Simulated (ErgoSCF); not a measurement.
# BP86/DunningTZ run of C4H8 (cyclobutane)

Aim: the energy difference between two shapes of C4H8 (cyclobutane) at BP86/DunningTZ, from 2 runs. 

Program for the calculation: ErgoSCF 3.8.

5 further runs of the same task are left out: 3 that didn't finish, 2 set aside as unsound or not needed.

### 1 The structure to begin with

C4H8: 12 atoms, total charge 0, spin state singlet. As SMILES, `C1CCC1`. The shape is that of a PBE0-D4/def2-TZVP optimisation.

Bond lengths: C1–C2 1.541 Å, C2–C3 1.541 Å, C1–C4 1.541 Å, C3–C4 1.541 Å, C1–H5 1.093 Å, C1–H6 1.091 Å, C2–H7 1.093 Å, C2–H8 1.091 Å, C3–H9 1.093 Å, C3–H10 1.091 Å, C4–H11 1.093 Å, C4–H12 1.091 Å. Some angles: C1–C2–C3 88.3°, C2–C1–C4 88.3°, C2–C3–C4 88.3°, C1–C4–C3 88.3°, C1–C2–H7 111.3°, C1–C2–H8 118.1°, C3–C2–H7 111.3°, C3–C2–H8 118.1°, C2–C1–H5 111.3°, C2–C1–H6 118.1°.

### 2 A single-point energy at BP86/DunningTZ

File run.inp:

```
set_nthreads("env")
scf.output_mulliken_pop = 1
charge = 0
tmpdir = "."
scf.max_number_of_iterations = 80
basis = "DunningTZ"
molecule_inline Angstrom
C     -0.915600     0.295800    -0.476200
C     -0.357100     0.346000     0.959200
C      1.013600    -0.070500     0.391400
C      0.284800    -0.589700    -0.863200
H     -0.858100     1.274600    -0.958400
H     -1.919500    -0.105500    -0.623800
H     -0.786200    -0.444600     1.579500
H     -0.423100     1.289100     1.504200
H      1.628700     0.802300     0.160000
H      1.615300    -0.776700     0.966000
H      0.041300    -1.650700    -0.769700
H      0.753100    -0.425300    -1.835000
EOF
run "BP86"
```

Run with:

```
$ ergo < run.inp
```

What it wrote (excerpt; [...] marks lines left out):

```text
[...]
INDF Weighted mixed functional:
[...]
INSC Energy   1 =        -89.03147697126
[...]
INDE PURIFICATION CONVERGED after 39 iterations
[...]
INDE PURIFICATION CONVERGED after 53 iterations
[...]
INDE PURIFICATION CONVERGED after 31 iterations
[...]
INDE PURIFICATION CONVERGED after 31 iterations
[...]
INDE E(LUMO) - E(HOMO) <=          0.35565443079 =          9.67785013270 eV
[...]
INSC Energy  14 =       -157.21181538194  ( diff     -0.000000000003013 )
[...]
RESC CONVERGED after  14 iterations.
RESC FINAL ENERGY:       -157.21181538194
[...]
INSC SCF: dipole_moment_x [atomic units] =      -0.00001414
INSC SCF: dipole_moment_y [atomic units] =       0.00000524
INSC SCF: dipole_moment_z [atomic units] =       0.00001157
[...]
```

Run time: 13 s. Hardware: 1 thread of Arm Neoverse V2, shared host; peak memory 0.26 GiB.

### 3 The distorted shape at the same level

File run.inp:

```
set_nthreads(1)
molecule_inline Angstrom
C  -0.945859 0.297998 -0.506875
C  -0.230719 0.331780 1.020637
C  0.906090 -0.122254 0.397181
C  0.417588 -0.668846 -0.723388
H  -0.935883 1.230938 -0.979620
H  -1.802482 -0.024893 -0.785700
H  -0.708614 -0.590517 1.450156
H  -0.399649 1.301929 1.529663
H  1.731442 0.763998 0.119503
H  1.641880 -0.835243 0.980695
H  -0.042576 -1.661879 -0.791603
H  0.673921 -0.474673 -1.885239
EOF
scf.max_number_of_iterations = 80
scf.output_mulliken_pop = 1
basis = "DunningTZ"
tmpdir = "."
run "BP86"
```

Run with:

```
$ ergo run.inp
```

What it wrote (excerpt; [...] marks lines left out):

```text
[...]
INDF Weighted mixed functional:
[...]
INSC Energy   1 =        -88.91435979862
[...]
INDE PURIFICATION CONVERGED after 40 iterations
[...]
INDE PURIFICATION CONVERGED after 47 iterations
[...]
INDE PURIFICATION CONVERGED after 33 iterations
[...]
INDE PURIFICATION CONVERGED after 33 iterations
[...]
INDE E(LUMO) - E(HOMO) <=          0.31336170038 =          8.52700630440 eV
[...]
INSC Energy  27 =       -157.09273524959  ( diff      0.000000000000341 )
[...]
RESC CONVERGED after  27 iterations.
RESC FINAL ENERGY:       -157.09273524959
[...]
INSC SCF: dipole_moment_x [atomic units] =      -0.14818750
INSC SCF: dipole_moment_y [atomic units] =       0.02630248
INSC SCF: dipole_moment_z [atomic units] =      -0.08874100
[...]
```

It took 25 s on 1 thread of Arm Neoverse V2, shared host; peak memory 0.26 GiB.

### 4 Results

At BP86/DunningTZ:

```
                              quantity          value
             first shape: total energy  -157.21182 Eh
            first shape: dipole moment         0.00 D
         distorted shape: total energy  -157.09274 Eh
        distorted shape: dipole moment         0.44 D
energy change with the atoms displaced       3.240 eV
```

In words: With the atoms displaced the energy rises by 3.24 eV (75 kcal/mol). The first shape isn't relaxed at this level, so the change isn't measured from a minimum. Mulliken charges (first shape) run from -0.47 on C3 to +0.24 on H9. Mulliken charges (distorted shape) run from -0.49 on C3 to +0.26 on H8.
